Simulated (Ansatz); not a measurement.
A made-up structure of BSi₂H₇, singlet:

B1  (-1.660, 0.528, -0.762)
Si2  (0.205, 0.973, -0.234)
Si3  (0.990, -1.049, 0.686)
H4  (-2.561, 0.634, 0.017)
H5  (0.326, 0.328, -1.493)
H6  (0.325, 2.015, 0.824)
H7  (1.109, 1.321, -1.366)
H8  (0.930, -2.138, -0.324)
H9  (0.160, -1.443, 1.857)
H10  (2.400, -0.890, 1.133)
(Å)

It is relaxed with PBE-D4/def2-SVP and then PBE0-D4/def2-TZVP (Ansatz 0.2.0). Atoms count as bonded within 1.22 times the sum of their covalent radii (H–H: 0.88 Å). The end point is not checked to be a true minimum.

Problem. Does its bonding change? (Judge from chemistry; the calculation decides.)

Solution. Computed: Yes. Formed: B1–H5; broken: Si2–H5.

Where it ends: The first stage lowers the energy by 5.76 eV in 15 steps. It ends as BSi₂H₇ ([BH2][SiH2][SiH3]):
B1  (-1.345, 0.557, -0.905)
Si2  (0.433, 1.011, -0.139)
Si3  (1.145, -1.030, 0.797)
H4  (-2.334, 0.616, -0.236)
H5  (-1.443, 0.119, -2.013)
H6  (0.401, 2.014, 0.962)
H7  (1.459, 1.419, -1.139)
H8  (1.234, -2.081, -0.252)
H9  (0.188, -1.484, 1.841)
H10  (2.486, -0.862, 1.420)
(Å)

Labels in which every atom is bracketed show which atoms are joined, not bond orders.

For scale, one of the runs: PBE0-D4/def2-TZVP relaxation, 147 basis functions, launched by `ansatz run in.yaml --threads 2 --pin off --events-out ev --progress --plain --max-ram 4352MiB`. The run took about 28 s on 2 CPU threads of an Arm Neoverse V1 (shared host).
